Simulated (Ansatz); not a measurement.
**BeMgH$_{2}$ (H-bridged), triplet: stretch scan**

Starting geometry (PBE0/def2-TZVP stationary point for this spin, not checked as a minimum):

```xyz
4

Be    0.0000   -0.0640    1.9142
Mg    0.0000   -0.0368   -0.6569
H     0.0000    1.0491    1.0318
H     0.0000    0.4099   -2.3070
```

From there H4 moves along the line of the two atoms named below, all else staying in place; atoms are numbered as listed. Energies are in kJ/mol, counted from the starting geometry at the same level. Kohn–Sham curves are unrestricted where that lies lower.

Basis 6-31G; Ansatz 0.2.0. Correlated methods freeze the noble-gas cores. R marks a restricted (for open shells ROHF) determinant, U an unrestricted one. The metal's outer-core shells are frozen, which leaves out core–valence correlation.

Unrestricted rows (U, and Kohn–Sham where it breaks symmetry) aren't spin-pure: their determinants' ⟨S²⟩ exceeds S(S+1) by up to 0.55, so they mix in states of higher spin. For open shells CISD is restricted-active-space CI with the open shells as a complete middle space.

Full CI is exact within this basis and frozen core; it isn't the basis-set limit. The frozen core follows each run's orbitals, which can shift R against U totals by a few meV.

| distance Mg2-H4 (Å) | full CI | curve A | curve B | curve C | curve D |
| --- | --- | --- | --- | --- | --- |
| 1.369 | 93.0 | 88.0 | 92.2 | 92.6 | 88.3 |
| 1.533 | 24.2 | 22.2 | 23.7 | 24.0 | 21.0 |
| 1.710 | 0.0 | 0.0 | 0.0 | 0.0 | 0.0 |
| 1.860 | 2.4 | 3.8 | 3.1 | 2.7 | 6.5 |
| 2.056 | 22.3 | 25.2 | 24.3 | 23.2 | 33.3 |
| 2.366 | 67.8 | 73.7 | 73.3 | 70.4 | 89.2 |
| 2.734 | 117.6 | 128.5 | 131.1 | 123.7 | 134.1 |
| 3.239 | 151.3 | 174.2 | 160.1 | 154.4 | 158.9 |
| 3.706 | 156.9 | 190.7 | 163.2 | 159.5 | 166.2 |
| 4.726 | 157.4 | 196.4 | 163.1 | 159.9 | 169.7 |
| 5.779 | 157.5 | 197.5 | 163.2 | 160.1 | 170.2 |

(1) The curves come from CISD, PBE, RCCSD, UHF. Compare each with full CI and say which is which.

In so small a basis the reference is far from its limit while semilocal and hybrid functionals are nearer theirs, so the functionals' errors here hold much of the reference's basis and frozen-core error, which can add to them or hide them.

Results:

(1) A: PBE, B: CISD, C: RCCSD, D: UHF. Spread of the error against full CI, over the points where both stand: A 45.0, B 14.3, C 6.5, D 26.1 kJ/mol. PBE at 5.779 Å lies 40.0 kJ/mol (25 %) above the reference in this basis.
